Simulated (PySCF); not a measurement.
A side-by-side comparison of computed properties.

First species: isobutanol, C4H10O.
Numbering: `[CH3:1][CH:2]([CH3:3])[CH2:4][OH:5]` (hydrogens: H6, H7, H8 on C1; H9 on C2; H10, H11, H12 on C3; H13, H14 on C4; H15 on O5)

Second species: C7H16Si2.
SMILES with atom numbers: `[CH3:1][SiH:2]([CH3:3])[CH2:4][CH2:5][C:6]#[C:7][CH2:8][SiH3:9]` (hydrogens: H10, H11, H12 on C1; H13 on Si2; H14, H15, H16 on C3; H17, H18 on C4; H19, H20 on C5; H21, H22 on C8; H23, H24, H25 on Si9)

Levels: PBE0/pcSseg-1 for dipole moment, HOMO energy, LUMO energy and HOMO–LUMO gap; GFN2-xTB for rotational constant A and rotational constant C. Geometries: GFN2-xTB. Each structure is a single optimised conformer of the isolated species, non-relativistic unless stated; the electronic structure was computed with PySCF and density fitting.

Dipoles, sizes and rotational constants follow the conformer. The torsions of the flexible species, by atom-mapped SMILES:
- `[CH3:1][CH:2]([CH3:3])[CH2:4][OH:5]`: C1–C2–C4–O5 62°, H–O5–C4–C2 58°
- `[CH3:1][SiH:2]([CH3:3])[CH2:4][CH2:5][C:6]#[C:7][CH2:8][SiH3:9]`: C1–Si2–C4–C5 173°, Si2–C4–C5–C6 73°

(1) Which has the higher dipole moment?

(2) Which of the two has the higher rotational constant C, and by how much?

(3) Which has the higher HOMO–LUMO gap?

(4) Which of the two has the higher HOMO energy, and by how much?

(5) Which has the higher LUMO energy?

(6) Which of the two has the higher rotational constant A, and by how much?

## Answers

(1) The first: 1.69 D against 0.38 D, a difference of 1.31 D.

(2) The first: 2.682 GHz against 0.439 GHz, a difference of 2.243 GHz.

(3) The first: 8.98 eV against 7.68 eV, a difference of 1.30 eV.

(4) The second: -6.98 eV against -7.66 eV, a difference of 0.68 eV.

(5) The first: 1.32 eV against 0.70 eV, a difference of 0.62 eV.

(6) The first: 7.625 GHz against 1.686 GHz, a difference of 5.939 GHz.

On the first: The dipole matches unit charges of opposite sign 0.35 Å apart (1 e·Å = 4.8032 D).

On the second: In atomic units the dipole is 0.15 e·bohr (1 au = 2.5417 D).
